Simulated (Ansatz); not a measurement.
A made-up structure of CH₄ClSi (charge +1), singlet:

```
atom    x (Å)    y (Å)    z (Å)
 Si1  -0.7469   0.2980  -0.6405
  C2   0.6152  -0.1042   0.5158
 Cl3   0.7306  -1.8396   0.7616
  H4  -1.5832  -0.7745  -1.2057
  H5  -1.0185   1.7000  -1.0184
  H6   0.1347  -0.7996  -0.4552
  H7   1.5571   0.3015   0.1186
```

It is relaxed with PBE-D4/def2-SVP and then PBE0-D4/def2-TZVP (Ansatz 0.2.0). Atoms count as bonded within 1.22 times the sum of their covalent radii (H–H: 0.88 Å). The end point is not checked to be a true minimum.

Problem. Does its bonding change? (Judge from chemistry; the calculation decides.)

Solution. The calculation gives: Yes. Formed: Si1–Cl3; broken: Si1–H6.

Where it ends: The first stage lowers the energy by 3.39 eV in 13 steps. It ends as CH₄ClSi ([CH2]1[SiH2][Cl]1), total charge +1:
```xyz
7
angstrom
Si -0.8960 0.1073 -0.5658
C 0.8743 -0.3000 -0.2954
Cl -0.0967 -0.9381 1.1752
H -1.7157 -0.8173 -1.3582
H -1.3789 1.4331 -0.1615
H 1.3318 -1.1540 -0.7866
H 1.5700 0.4508 0.0683
```

Labels in which every atom is bracketed show which atoms are joined, not bond orders.

For scale, one of the runs: PBE0-D4/def2-TZVP relaxation, 129 basis functions, launched by `ansatz run in.yaml --threads 2 --pin off --events-out ev --progress --plain --max-ram 4352MiB`. Hardware: 2 CPU threads of an Arm Neoverse V1, shared host. Wall time about 44 s.
